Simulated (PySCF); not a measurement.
Nitrogen, N2.
Cartesian coordinates in Å at the GFN2-xTB level; atoms count from 1:
```
atom  x, y, z in Å
N1     0.5505   -0.0021   -0.0038
N2    -0.5477    0.0034   -0.0104
```

The closed-shell ground state was solved at several levels (PySCF, density fitting, gas phase, non-relativistic). The dipole stays under 0.02 D at every level.

```tsv
level	basis functions	total energy (Eh)	HOMO (eV)	LUMO (eV)	gap (eV)
B3LYP/pcJ-1	54	-109.5251	-11.70	-0.73	10.97
CAM-B3LYP/def2-SVPD	40	-109.4001	-13.83	0.76	14.59
```

(1) Estimate the row for PBE0/pcSseg-1, a basis of 34 functions; the other rows only guide the guess.

(2) Over all these levels, which gives the widest orbital gap and which the narrowest?

Results:

(1) Total energy -109.3901 Eh, HOMO -12.06 eV, LUMO -0.42 eV, gap 11.64 eV.

(2) CAM-B3LYP/def2-SVPD (range-separated hybrid) has the widest, 14.59 eV, and B3LYP/pcJ-1 (global hybrid, 20 % exact exchange) the narrowest, 10.97 eV. Functional and basis both differ between the two, so the spread mixes both effects.
